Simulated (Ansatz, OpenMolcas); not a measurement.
**How basis sets differ on SiH (SMILES [SiH])**

SiH: 2 atoms, total charge 0, spin state doublet. As SMILES, `[SiH]`. The shape is that of a PBE0-D4/def2-TZVP optimisation.

```xyz
2

Si    0.0000    0.0000   -0.0076
H     0.0000    0.0000    1.5241
```

Each level gives the energy change with the Si1–H2 bond stretched from 1.532 to 2.275 Å (eV). The values are calculated.

| level | kind | program | value (eV) | CPU time (all runs) |
| --- | --- | --- | --- | --- |
| FCI/3-21G | exact in the basis | Ansatz | 1.11 | 0.89 s |
| FCI/cc-pVDZ | exact in the basis | OpenMolcas | 1.48 | 10 s |
| FCI/6-311G | exact in the basis | OpenMolcas | 1.09 | 12 s |
| FCI/6-311G** | exact in the basis | Ansatz | 1.55 | 6.8 s |

The first shape isn't each level's own minimum. The values span 1.09 to 1.55 eV. High-level rows in very small sets aren't better than simpler rows in larger ones. CPU times are rough (shared hosts, several kinds of processor): they show what a rung costs within a factor of a few.
